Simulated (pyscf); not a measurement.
A first-order saddle from PySCF, ωB97X-D3(BJ)/def2-SVP:

```xyz
8

Si     1.0854    -0.4888     0.3637
F      1.0875     1.1029    -0.0035
H      2.1900    -0.7402     1.3320
H      1.3035    -1.2604    -0.8914
N     -1.5418    -0.4228     1.7874
H     -0.3414    -0.7855     1.0342
H     -1.0635    -0.1154     2.6491
H     -1.7173     0.4705     1.3007
```
Charge 0, spin multiplicity 2.

Surface: doublet, charge 0. Lowest wavenumbers (cm⁻¹): 1076i, 66, 76, 211, 471.

Q: What reaction is this the transition state of?

A: F–SiH₂• (SMILES F[SiH2]) + NH₃ (SMILES N) ⇌ F–SiH₃ (SMILES F[SiH3]) + NH₂• (SMILES [NH2]), a hydrogen abstraction read from left to right: H–N broken and H–Si formed. At CCSD(T)/def2-TZVPP + ΔMP2(QZVPP) it lies +22.5 kcal/mol from the left side and +6.9 kcal/mol from the right (each side as separated species at their lowest minima found). One saddle was located; it need not be the lowest between these sides. The angle at the transferred H is 154°. The CCSD(T) − MP2 part came from Ansatz, without density fitting, on the same reference.
